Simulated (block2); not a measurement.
# BH3Cl− (SMILES [BH3-]Cl) at DMRG/STO-6G

What is the vertical ionisation energy of BH3Cl− at DMRG/STO-6G? 

The results are computed with block2 0.5.4.

2 further runs of the same task are left out: 2 set aside as unsound or not needed.

## 1. Starting point

BH3Cl−: 5 atoms, total charge -1, spin state singlet. As SMILES, `[BH3-]Cl`. The coordinates come from a GFN2-xTB relaxation.

Bond lengths: B1–Cl2 1.873 Å, B1–H3 1.208 Å, B1–H4 1.208 Å, B1–H5 1.208 Å. Angles: Cl2–B1–H3 106.7°, Cl2–B1–H4 106.7°, Cl2–B1–H5 106.7°, H3–B1–H4 112.0°, H3–B1–H5 112.2°, H4–B1–H5 112.1°.

## 2. A single-point energy at DMRG/STO-6G

The input, prepare.py:

```python
from pyscf import ao2mo, cc, dft, gto, mcscf, mp, scf
from pyscf.tools import fcidump

mol = gto.M(atom="mol.xyz", basis="sto-6g", charge=-1, verbose=4)
print("basis functions          = %d" % (mol.nao))
mf = scf.RHF(mol)
mf.conv_tol = 1e-10
mf.max_cycle = 200
mf.kernel()
if not mf.converged:
    mf = mf.newton().run(mf.mo_coeff, mf.mo_occ)
print(f"SCF energy               = {mf.e_tot:.10f}")
ref = mf
pt = mp.MP2(ref, frozen=6).run()
mycc = cc.CCSD(ref, frozen=6)
mycc.max_cycle = 150
mycc.kernel()
print(f"E(MP2)                   = {pt.e_tot:.10f}")
if mycc.converged:
    print(f"CCSD total energy        = {mycc.e_tot:.10f}")
    print("CCSD(T) total energy     = %.10f" % (mycc.e_tot + mycc.ccsd_t()))
    print(f"T1                       = {mycc.get_t1_diagnostic():.4f}")
ks = dft.RKS(mol, xc="wb97x").set(conv_tol=1e-9, verbose=3).run()
if ks.converged:
    print(f"E(wB97X)                 = {ks.e_tot:.8f}")
ks = dft.RKS(mol, xc="pbe0").set(conv_tol=1e-9, verbose=3).run()
if ks.converged:
    print("E(PBE0)                  = %.8f" % (ks.e_tot))
ks = dft.RKS(mol, xc="camb3lyp").set(conv_tol=1e-9, verbose=3).run()
if ks.converged:
    print(f"E(CAM-B3LYP)             = {ks.e_tot:.8f}")
ks = dft.RKS(mol, xc="r2scan").set(conv_tol=1e-9, verbose=3).run()
if ks.converged:
    print(f"E(r2SCAN)                = {ks.e_tot:.8f}")
occ_no, mo = mcscf.addons.make_natural_orbitals(cc.CCSD(mf, frozen=6).run())
mf.mo_coeff = mo
cas = mcscf.CASCI(mf, 11, 14)
h1, ecore = cas.get_h1eff()
fcidump.from_integrals("FCIDUMP", h1, cas.get_h2eff(), 11, 14, nuc=ecore, ms=0)
ci = mcscf.CASCI(mf, 11, (7, 7))
ci.fix_spin_(ss=0)
ci.fcisolver.conv_tol = 1e-10
ci.fcisolver.max_cycle = 200
ci.kernel()
print("E(FCI)                   = %.10f" % (ci.e_tot))
```

The input, dmrg.conf:

```
sym c1
orbitals FCIDUMP
nelec 14
spin 0
irrep 1
occ 2 2 2 2 2 2 2 0 0 0 0
cbias 0.2
schedule
0 50 1E-09 1E-04
4 75 1E-09 1E-04
6 100 1E-09 1E-05
9 100 1E-10 0.0
end
maxiter 15
sweep_tol 1E-06
noreorder
mem 2g
num_thrds 1
prefix ./tmp
outputlevel 2
onepdm
```

Launch:

```bash
$ python prepare.py && block2main dmrg.conf
```

The log of the run:

```text
$ python prepare.py

[INPUT] verbose = 4
[INPUT] num. atoms = 5
[INPUT] num. electrons = 26
[INPUT] charge = -1
[INPUT] spin (= nelec alpha-beta = 2S) = 0
[INPUT] symmetry False subgroup None
[INPUT] Mole.unit = angstrom
[INPUT] Symbol           X                Y                Z      unit          X                Y                Z       unit  Magmom
[INPUT]  1 B      0.082390000000  -0.047870000000   0.135930000000 AA    0.155694535403  -0.090461189583   0.256870472112 Bohr   0.0
[INPUT]  2 Cl    -0.845860000000   0.496450000000  -1.396970000000 AA   -1.598443739725   0.938154534540  -2.639890704234 Bohr   0.0
[INPUT]  3 H      1.223080000000  -0.254620000000  -0.203070000000 AA    2.311286228433  -0.481162065837  -0.383746684115 Bohr   0.0
[INPUT]  4 H     -0.460100000000  -1.051350000000   0.532730000000 AA   -0.869462989912  -1.986763561061   1.006713798340 Bohr   0.0
[INPUT]  5 H      0.000500000000   0.857390000000   0.931390000000 AA    0.000944863062   1.620232281941   1.760072015159 Bohr   0.0

nuclear repulsion = 42.1597479533802
number of shells = 11
number of NR pGTOs = 102
number of NR cGTOs = 17
basis = sto-6g
ecp = {}
CPU time:         1.02
basis functions          = 17

******** <class 'pyscf.scf.hf.RHF'> ********
method = RHF
initial guess = minao
damping factor = 0
level_shift factor = 0
DIIS = <class 'pyscf.scf.diis.CDIIS'>
diis_start_cycle = 1
diis_space = 8
diis_damp = 0
SCF conv_tol = 1e-10
SCF conv_tol_grad = None
SCF max_cycles = 200
direct_scf = True
direct_scf_tol = 1e-13
chkfile to save SCF result = tmpr6stn7g_
[... 70 lines left out ...]
converged SCF energy = -485.211507567893
[... 155 lines left out ...]
 --> Site =    2-   3 .. Mmps =   31 Ndav =   9 E =   -481.4274293736 Error = 1.01e-15 FLOPS = 7.56e+08 Tdav = 0.01 T = 0.03
[... 19 lines left out ...]
 <-- Site =    6-   7 .. Mmps =   50 Ndav =   6 E =   -484.3876349154 Error = 3.07e-05 FLOPS = 1.38e+09 Tdav = 0.04 T = 0.07
[... 19 lines left out ...]
 --> Site =    4-   5 .. Mmps =   50 Ndav =   4 E =   -484.3878064334 Error = 8.19e-08 FLOPS = 1.38e+09 Tdav = 0.02 T = 0.06
[... 19 lines left out ...]
 <-- Site =    4-   5 .. Mmps =   50 Ndav =   4 E =   -484.3878111990 Error = 6.11e-07 FLOPS = 1.10e+09 Tdav = 0.02 T = 0.08
[... 19 lines left out ...]
 --> Site =    6-   7 .. Mmps =   75 Ndav =   6 E =   -484.3879308931 Error = 5.63e-06 FLOPS = 2.30e+09 Tdav = 0.05 T = 0.10
[... 19 lines left out ...]
 <-- Site =    2-   3 .. Mmps =   75 Ndav =   2 E =   -484.3879279365 Error = 1.60e-10 FLOPS = 6.45e+08 Tdav = 0.00 T = 0.03
[... 19 lines left out ...]
 --> Site =    8-   9 .. Mmps =   62 Ndav =   1 E =   -484.3879653482 Error = 1.20e-14 FLOPS = 6.26e+08 Tdav = 0.00 T = 0.02
[... 19 lines left out ...]
 <-- Site =    0-   1 .. Mmps =   10 Ndav =   1 E =   -484.3879675000 Error = 1.00e-15 FLOPS = 2.84e+08 Tdav = 0.00 T = 0.01
[... 28 lines left out ...]
 <-- Site =    9-  10 .. Mmps =    3 Ndav =   1 E =   -484.3879700096 Error = 0.00e+00 FLOPS = 2.52e+08 Tdav = 0.00 T = 0.00
[... 3 lines left out ...]
 <-- Site =    5-   6 .. Mmps =  100 Ndav =   5 E =   -484.3879743980 Error = 6.82e-07 FLOPS = 5.56e+09 Tdav = 0.10 T = 0.18
 <-- Site =    4-   5 .. Mmps =  100 Ndav =   4 E =   -484.3879717669 Error = 2.40e-09 FLOPS = 3.07e+09 Tdav = 0.07 T = 0.18
 <-- Site =    3-   4 .. Mmps =   78 Ndav =   2 E =   -484.3879717539 Error = 9.60e-15 FLOPS = 1.55e+09 Tdav = 0.02 T = 0.07
 <-- Site =    2-   3 .. Mmps =   33 Ndav =   2 E =   -484.3879717539 Error = 6.96e-16 FLOPS = 1.04e+09 Tdav = 0.01 T = 0.04
 <-- Site =    1-   2 .. Mmps =   10 Ndav =   1 E =   -484.3879717539 Error = 1.44e-20 FLOPS = 2.15e+08 Tdav = 0.00 T = 0.01
 <-- Site =    0-   1 .. Mmps =    3 Ndav =   1 E =   -484.3879717539 Error = 6.78e-22 FLOPS = 2.19e+07 Tdav = 0.00 T = 0.01
[... 9 lines left out ...]
DMRG Energy = -484.387974398037670
[... 29 lines left out ...]
Expectation | Direction =  forward | BRA bond dimension =  100 | KET bond dimension =  100
 --> Site =    0-   1 .. Nterms =           21 Error =  0.000000000000/ 0.000000000000 FLOPS = 5.02e+06 Tmult = 0.00 T = 0.00
 --> Site =    1-   2 .. Nterms =           19 Error =  0.000000000000/ 0.000000000000 FLOPS = 1.11e+08 Tmult = 0.00 T = 0.01
 --> Site =    2-   3 .. Nterms =           17 Error =  0.000000000000/ 0.000000000000 FLOPS = 5.64e+08 Tmult = 0.00 T = 0.01
 --> Site =    3-   4 .. Nterms =           15 Error =  0.000000000000/ 0.000000000000 FLOPS = 1.21e+09 Tmult = 0.00 T = 0.01
 --> Site =    4-   5 .. Nterms =           13 Error =  0.000000000000/ 0.000000000000 FLOPS = 2.09e+09 Tmult = 0.00 T = 0.02
 --> Site =    5-   6 .. Nterms =           11 Error =  0.000000000000/ 0.000000000000 FLOPS = 2.54e+09 Tmult = 0.00 T = 0.01
 --> Site =    6-   7 .. Nterms =            9 Error =  0.000000000000/ 0.000000000000 FLOPS = 2.41e+09 Tmult = 0.00 T = 0.01
 --> Site =    7-   8 .. Nterms =            7 Error =  0.000000000000/ 0.000000000000 FLOPS = 7.82e+08 Tmult = 0.00 T = 0.01
 --> Site =    8-   9 .. Nterms =            5 Error =  0.000000000000/ 0.000000000000 FLOPS = 2.95e+08 Tmult = 0.00 T = 0.01
 --> Site =    9-  10 .. Nterms =            4 Error =  0.000000000000/ 0.000000000000 FLOPS = 3.78e+07 Tmult = 0.00 T = 0.01
Time elapsed =      0.098
Time sweep =        0.098 | 9.20 MFLOP/SWP
 | Dmem = 300 KB (32%) | Imem = 12.5 KB (94%) | Hmem = 2.34 MB | Wmem = 96.5 KB | MaxBmem = 60.2 KB | MaxRmem = 55.8 KB
 | Tread = 0.003 | Twrite = 0.007 | Tfpread = 0.002 | Tfpwrite = 0.001 | data = 275 KB | cpsd = 191 KB | Tasync = 0.000
 | Trot = 0.004 | Tctr = 0.000 | Tint = 0.000 | Tmid = 0.000 | Tdctr = 0.000 | Tdiag = 0.001 | Tinfo = 0.002
 | Teff = 0.017 | Texpt = 0.007 | Tblk = 0.079 | Tmve = 0.019

NPDM Sorting | Nsites =    11 | Nmaxops =  2 | DotSite = 2 | SymbolFree = T | Compressed = T | LowMem = F | Mem = 968 B
 Site =     0 ..  T = 0.000
 Site =     1 ..  T = 0.000
 Site =     2 ..  T = 0.000
 Site =     3 ..  T = 0.000
 Site =     4 ..  T = 0.000
 Site =     5 ..  T = 0.000
 Site =     6 ..  T = 0.000
 Site =     7 ..  T = 0.000
 Site =     8 ..  T = 0.000
 Site =     9 ..  T = 0.000
Ttotal =      0.000

DMRG OCC =   2.000 1.999 1.999 1.987 1.982 1.977 1.977 0.021 0.021 0.021 0.015
```

It took 29 s on 1 thread of Intel Xeon at 2.50GHz (Skylake/Cascade Lake), shared host; peak memory 0.2 GiB.

## 3. Doublet neutral BH3Cl: a single-point energy at DMRG/STO-6G

The input, make_fcidump.py:

```python
import numpy as np
from pyscf import ao2mo, cc, dft, gto, lo, mcscf, mp, scf
from pyscf.tools import fcidump

geom = """
B      0.15569454    -0.09046119     0.25687047
Cl    -1.59844374     0.93815453    -2.63989070
H      2.31128623    -0.48116207    -0.38374668
H     -0.86946299    -1.98676356     1.00671380
H      0.00094486     1.62023228     1.76007202
"""
mol = gto.M(
    atom=geom,
    basis="sto-6g",
    unit="bohr",
    spin=1,
    verbose=3,
)
print("nao                      = %d" % (mol.nao))
mf = scf.ROHF(mol)
mf.conv_tol = 1e-10
mf.max_cycle = 200
mf.kernel()
if not mf.converged:
    mf = mf.newton().run(mf.mo_coeff, mf.mo_occ)
print("E(SCF)                   = %.10f" % (mf.e_tot))
# MP2, CCSD and CCSD(T) with the same frozen core
ref = scf.UHF(mol).run(mf.make_rdm1(), conv_tol=1e-10)
pt = mp.MP2(ref, frozen=6).run()
mycc = cc.CCSD(ref, frozen=6)
mycc.max_cycle = 150
mycc.kernel()
print("MP2 total energy         = %.10f" % (pt.e_tot))
if mycc.converged:
    print(f"E(CCSD)                  = {mycc.e_tot:.10f}")
    print(f"CCSD(T) total energy     = {mycc.e_tot + mycc.ccsd_t():.10f}")
# a few density functionals on the same geometry and basis
ks = dft.UKS(mol, xc="wb97x").set(conv_tol=1e-9, verbose=3).run(mf.make_rdm1())
if ks.converged:
    print(f"E(wB97X)                 = {ks.e_tot:.8f}")
ks = dft.UKS(mol, xc="pbe0").set(conv_tol=1e-9, verbose=3).run(mf.make_rdm1())
if ks.converged:
    print(f"E(PBE0)                  = {ks.e_tot:.8f}")
ks = dft.UKS(mol, xc="camb3lyp").set(conv_tol=1e-9, verbose=3).run(mf.make_rdm1())
if ks.converged:
    print("E(CAM-B3LYP)             = %.8f" % (ks.e_tot))
ks = dft.UKS(mol, xc="r2scan").set(conv_tol=1e-9, verbose=3).run(mf.make_rdm1())
if ks.converged:
    print(f"E(r2SCAN)                = {ks.e_tot:.8f}")
# split localisation
mo = mf.mo_coeff.copy()
for a, b in ((6, 12), (13, 17)):
    if b - a > 1:
        mo[:, a:b] = lo.PM(mol, mo[:, a:b]).kernel()
mf.mo_coeff = mo
# FCIDUMP for the DMRG program
cas = mcscf.CASCI(mf, 11, 13)
h1, ecore = cas.get_h1eff()
fcidump.from_integrals("FCIDUMP", h1, cas.get_h2eff(), 11, 13, nuc=ecore, ms=1)
# FCI check
ci = mcscf.CASCI(mf, 11, (7, 6))
ci.fix_spin_(ss=0.75)
ci.fcisolver.conv_tol = 1e-10
ci.fcisolver.max_cycle = 200
ci.kernel()
print(f"FCI energy               = {ci.e_tot:.10f}")
```

The input, input.conf:

```
sym c1
orbitals FCIDUMP
nelec 13
spin 1
irrep 1
occ 2 2 2 2 2 2 1 0 0 0 0
cbias 0.2
schedule
0 50 1E-08 1E-04
2 75 1E-08 1E-04
4 100 1E-08 1E-05
7 100 1E-09 0.0
end
maxiter 13
sweep_tol 1E-06
fiedler
mem 1g
num_thrds 1
prefix ./tmp
outputlevel 1
onepdm
```

Launch:

```bash
$ python make_fcidump.py && block2main input.conf
```

The log of the run:

```text
$ python make_fcidump.py
nao                      = 17
converged SCF energy = -484.258650485243
E(SCF)                   = -484.2586504852
converged SCF energy = -484.259534786934  <S^2> = 0.75344975  2S+1 = 2.0034468
E(UMP2) = -484.307273674371  E_corr = -0.0477388874366624
E(SCS-UMP2) = -484.313100246017  E_corr = -0.0535654590830282
E(UCCSD) = -484.3313548150585  E_corr = -0.07182002812405891
MP2 total energy         = -484.3072736744
E(CCSD)                  = -484.3313548151
UCCSD(T) correction = -0.000921831074514785
CCSD(T) total energy     = -484.3322766461
converged SCF energy = -485.129026036665  <S^2> = 0.75161814  2S+1 = 2.0016175
E(wB97X)                 = -485.12902604
converged SCF energy = -484.957648210293  <S^2> = 0.75164013  2S+1 = 2.0016395
E(PBE0)                  = -484.95764821
converged SCF energy = -485.100937118827  <S^2> = 0.75218056  2S+1 = 2.0021794
E(CAM-B3LYP)             = -485.10093712

WARN: HOMO -0.222889043392149 >= LUMO -0.222602890521486

WARN: HOMO -0.22724487699965 >= LUMO -0.226516200751848

WARN: HOMO -0.225078713252297 >= LUMO -0.225029235641275

WARN: HOMO -0.225172981548323 >= LUMO -0.224674706470086

WARN: HOMO -0.225663294095964 >= LUMO -0.22509124345102

WARN: HOMO -0.225628686065742 >= LUMO -0.225173542573457

WARN: HOMO -0.225257395113738 >= LUMO -0.22435470696999

converged SCF energy = -485.117843241636  <S^2> = 0.75196866  2S+1 = 2.0019677
E(r2SCAN)                = -485.11784324
CASCI E = -484.332869867246  E(CI) = -34.0344799250618  S^2 = 0.7500000
FCI energy               = -484.3328698672

$ block2main input.conf

********************************** INPUT START **********************************
sym                                                             c1
orbitals                                                   FCIDUMP
nelec                                                           13
spin                                                             1
irrep                                                            1
occ                                          2 2 2 2 2 2 1 0 0 0 0
cbias                                                          0.2
maxiter                                                         13
sweep_tol                                                    1E-06
fiedler
mem                                                             1g
num_thrds                                                        1
prefix                                                       ./tmp
outputlevel                                                      1
onepdm
schedule                  Sweep   0-   1 : Mmps =    50 Noise =    0.0001 DavTol =     1e-08
                          Sweep   2-   3 : Mmps =    75 Noise =    0.0001 DavTol =     1e-08
                          Sweep   4-   6 : Mmps =   100 Noise =     1e-05 DavTol =     1e-08
                          Sweep   7-  12 : Mmps =   100 Noise =         0 DavTol =     1e-09
********************************** INPUT END   **********************************

SPIN ADAPTED - REAL DOMAIN - DOUBLE PREC
qc mpo type =  QCTypes.Conventional
 UseMainStack = 0 MinDiskUsage = 1 MinMemUsage = 0 IBuf = 0 OBuf = 0
 FPCompression: prec = 1.00e-16 chunk = 1024
 IMain = 0 B / 66.8 MB DMain = 0 B / 343 MB ISeco = 0 B / 28.6 MB DSeco = 0 B / 515 MB
 OpenMP = 1 TBB = 0 BLIS = 0 MKL = GNU 2024.0.2 SeqType = Tasked AlignType = None MKLIntLen = 4
 THREADING = 2 layers : Global | Operator BatchedGEMM
 NUMBER : Global = 1 Operator = 1 Quanta = 0 MKL = 1
 COMPLEX = 1 SINGLE-PREC = 1 KSYMM = 0
using fiedler reorder =  [ 5  9 10  4  8  3  7  6  1  0  2]
read integral finished 0.018201930999566684
integral sym error =            0
MinMPOMemUsage =  False
MPS =  CCRRRRRRRRR 0 2 < N=13 S=1/2 PG=0 >
GS INIT MPS BOND DIMS =       1     3    10    35    55    62    63    56    56    15     4     1
pre-mpo memory usage =  168 MB
build mpo start ...
build mpo finished ... Tread = 0.000 Twrite = 0.000 T = 0.010
simpl mpo start ...
simpl mpo finished ... Tread = 0.000 Twrite = 0.000 T = 0.035
GS MPO BOND DIMS =      16    23    34    49    68    68    49    34    23    16     1
build 1pdm mpo 0.10945830899981956
build identity mpo 0.11249230199973681
memory usage =  177 MB
para mpo finished 0.11518745699959254
env init finished 0.25146708699958253

Sweep =    0 | Direction =  forward | Bond dimension =   50 | Noise =  1.00e-04 | Dav threshold =  1.00e-08
Time elapsed =      1.793 | E =    -484.3299044254 | DW = 5.57217e-06

Sweep =    1 | Direction = backward | Bond dimension =   50 | Noise =  1.00e-04 | Dav threshold =  1.00e-08
Time elapsed =      3.090 | E =    -484.3326512510 | DE = -2.75e-03 | DW = 3.60408e-05

Sweep =    2 | Direction =  forward | Bond dimension =   75 | Noise =  1.00e-04 | Dav threshold =  1.00e-08
Time elapsed =      4.134 | E =    -484.3328137456 | DE = -1.62e-04 | DW = 8.93912e-06

Sweep =    3 | Direction = backward | Bond dimension =   75 | Noise =  1.00e-04 | Dav threshold =  1.00e-08
Time elapsed =      5.391 | E =    -484.3328466771 | DE = -3.29e-05 | DW = 1.31218e-05

Sweep =    4 | Direction =  forward | Bond dimension =  100 | Noise =  1.00e-05 | Dav threshold =  1.00e-08
Time elapsed =      6.678 | E =    -484.3328504234 | DE = -3.75e-06 | DW = 3.03234e-06

Sweep =    5 | Direction = backward | Bond dimension =  100 | Noise =  1.00e-05 | Dav threshold =  1.00e-08
Time elapsed =      8.363 | E =    -484.3328580638 | DE = -7.64e-06 | DW = 4.22268e-06

Sweep =    6 | Direction =  forward | Bond dimension =  100 | Noise =  1.00e-05 | Dav threshold =  1.00e-08
Time elapsed =      9.286 | E =    -484.3328590424 | DE = -9.79e-07 | DW = 3.04189e-06

Sweep =    7 | Direction = backward | Bond dimension =  100 | Noise =  0.00e+00 | Dav threshold =  1.00e-09
Time elapsed =     10.663 | E =    -484.3328628479 | DE = -3.81e-06 | DW = 4.07126e-06

Sweep =    8 | Direction =  forward | Bond dimension =  100 | Noise =  0.00e+00 | Dav threshold =  1.00e-09
Time elapsed =     11.746 | E =    -484.3328634193 | DE = -5.71e-07 | DW = 2.79277e-06

Final canonical form =  LLLLLLLLLLC 9
DMRG Energy = -484.332863419292835
npdm string = ['(C+D)0']

Build NPDM MPO | Nsites =    11 | Nmaxops =  2 | SymbolFree = T | Cutoff = 0.00e+00
 Site =     0 /    11 .. L =        4 R =        1 M =            0 Tmid = 0.000 T = 0.000
 Site =     1 /    11 .. L =        4 R =       21 M =           21 Tmid = 0.000 T = 0.000
 Site =     2 /    11 .. L =        4 R =       19 M =           19 Tmid = 0.000 T = 0.000
 Site =     3 /    11 .. L =        4 R =       17 M =           17 Tmid = 0.000 T = 0.000
 Site =     4 /    11 .. L =        4 R =       15 M =           15 Tmid = 0.000 T = 0.000
 Site =     5 /    11 .. L =        4 R =       13 M =           13 Tmid = 0.000 T = 0.000
 Site =     6 /    11 .. L =        4 R =       11 M =           11 Tmid = 0.000 T = 0.000
 Site =     7 /    11 .. L =        4 R =        9 M =            9 Tmid = 0.000 T = 0.000
 Site =     8 /    11 .. L =        4 R =        7 M =            7 Tmid = 0.000 T = 0.000
 Site =     9 /    11 .. L =        4 R =        5 M =            5 Tmid = 0.000 T = 0.000
 Site =    10 /    11 .. L =        1 R =        4 M =            4 Tmid = 0.000 T = 0.000
Ttotal =      0.000

Expectation | Direction = backward | BRA bond dimension =  100 | KET bond dimension =  100
Time elapsed =      0.087
NPDM Sorting | Nsites =    11 | Nmaxops =  2 | DotSite = 2 | SymbolFree = T | Compressed = T | LowMem = F | Mem = 968 B
Ttotal =      0.000

DMRG OCC =   1.997 1.975 1.994 1.941 1.969 1.964 1.061 0.032 0.022 0.022 0.022
```

Wall time 70 s (1 thread of Intel Xeon at 2.50GHz (Skylake/Cascade Lake), shared host); peak memory 0.22 GiB.

## 4. Outcome

Level: DMRG/STO-6G, 6 core orbitals frozen.

| quantity | value |
| --- | --- |
| run 1, DMRG/STO-6G: total energy | -484.38797 Eh |
| run 1, DMRG/STO-6G: T1 diagnostic of the CCSD step | 0.005 |
| doublet neutral BH3Cl: total energy | -484.33286 Eh |
| vertical detachment energy (to the doublet neutral) | 1.500 eV |

Removing an electron at fixed nuclei costs 1.50 eV (145 kJ/mol). In a minimal basis such a difference can be off by several eV, whatever the method.
